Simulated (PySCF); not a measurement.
# Which is lower?

The two ends of one reaction step of SiH4ClF, singlet (PBE0-D4/def2-TZVP).

A:

Si1  (-0.360, 0.668, -0.622)
Cl2  (1.409, -0.417, -0.693)
H3  (-0.404, 1.491, -1.851)
H4  (-0.321, 1.513, 0.589)
H5  (-1.479, -0.297, -0.581)
H6  (0.832, -1.397, 1.250)
F7  (0.295, -1.560, 1.990)
(Å)

B:

```xyz
7
angstrom
Si -0.9503 0.4005 0.3410
Cl 2.7086 -1.1436 -1.4042
H -0.5896 1.5992 -0.4481
H -1.6754 0.7704 1.5770
H -1.7289 -0.5623 -0.4695
H 1.9596 -0.9134 -0.3861
F 0.4193 -0.3265 0.7835
```

PySCF 2.14 with density fitting (its default auxiliary sets; JK sets also for MP2 and CCSD(T)); basis: def2-TZVPP; cores frozen in the correlated methods. B3LYP uses VWN-RPA correlation.

Which structure is lower at CCSD(T), and by how much? (Judge from chemistry; the value comes from the calculation.)

By the calculation: B, by 34.9 kJ/mol (electronic energy, against the other). By their contacts, A is a complex of SiH₃Cl ([SiH3][Cl]) + HF and B is a complex of SiH₃F ([F][SiH3]) + HCl.

All methods give the same order:

```tsv
method	E(B) − E(A) (kJ/mol)
SPW92	-21.0
PBE-D4	-21.9
r2SCAN-D4	-30.2
PBE0-D4	-23.2
B3LYP-D4	-34.3
BHLYP-D4	-37.3
wB97M-V	-30.7
HF	-47.8
MP2	-31.1
CCSD	-37.4
CCSD(T)	-34.9
```

The T1 diagnostic stays at or below 0.010.

Labels in which every atom is bracketed show which atoms are joined, not bond orders.

For scale, one of the runs: CCSD(T)/def2-TZVPP, 171 basis functions, launched by `OMP_NUM_THREADS=4 python run.py`. Time: 2.7 min of wall clock on 4 CPU threads of an Arm Neoverse V2; the host was shared. Peak host memory: 1.5 GiB.
